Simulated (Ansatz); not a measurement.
Gas-phase enthalpy of formation at 298 K, by the atomisation route, of ClC(Cl)(Cl)Cl (SMILES; CCl4, tetrachloromethane). Geometries: B3LYP-D3(BJ)/def2-TZVP minima from Ansatz (a program for electronic structure). Valence correlation only, unless marked. UHF or UKS for open shells. No spin-orbit coupling. No relativistic terms. CBS(X,Y): correlation extrapolated as X^-3; Hartree-Fock from the larger set. The bracket is a focal-point correction in the basis named. Thermal terms are rigid-rotor harmonic-oscillator values from B3LYP-D3(BJ) frequencies (Ansatz) at 298.15 K and 1 atm. 1 Eh = 627.5095 kcal/mol.

| species | count | E, RI-MP2/CBS(aug-cc-pV(T+d)Z,aug-cc-pV(Q+d)Z)+[CCSD(T)-MP2]/aug-cc-pV(T+d)Z (Ansatz) (Eh) | E, PBE/def2-TZVPD (Ansatz) (Eh) | measured ΔHf at 0 K (kcal/mol) | H(298) - H(0) of the element (kcal/mol) |
|---|---|---|---|---|---|
| ClC(Cl)(Cl)Cl | 1 | -1877.12125 | -1878.16529 | - | - |
| C atom | 1 | -37.79159 | -37.79605 | 169.98 | 0.25 |
| Cl atom | 4 | -459.70710 | -459.95933 | 28.59 | 1.10 |

Molecule: zero-point energy 5.78, H(298) - H(0) 4.16 kcal/mol. The route leaves out scalar relativity and anharmonic zero-point terms, the atoms' spin-orbit terms, and in the frozen-core level the core correlation. Atomic data: G2/97 table in ASE.

Measured: -23.3 kcal/mol (Active Thermochemical Tables 1.112 (ions: stationary electron), as tabulated in the package chemicals).

Problem. Work out De, D0 and ΔHf at 0 and 298 K at both levels, and their errors against the measured value.

Solution. 
The atoms' values sum to 284.34 (0 K) and 4.65 (thermal), in kcal/mol.
- RI-MP2/CBS(aug-cc-pV(T+d)Z,aug-cc-pV(Q+d)Z)+[CCSD(T)-MP2]/aug-cc-pV(T+d)Z: De = 314.55; D0 = 314.55 - 5.78 = 308.77; ΔHf(0 K) = 284.34 - 308.77 = -24.43; ΔHf(298 K) = -24.43 + 4.16 - 4.65 = -24.92; error -1.6.
- PBE/def2-TZVPD: De = 333.78; D0 = 333.78 - 5.78 = 328.00; ΔHf(0 K) = 284.34 - 328.00 = -43.66; ΔHf(298 K) = -43.66 + 4.16 - 4.65 = -44.15; error -20.8.
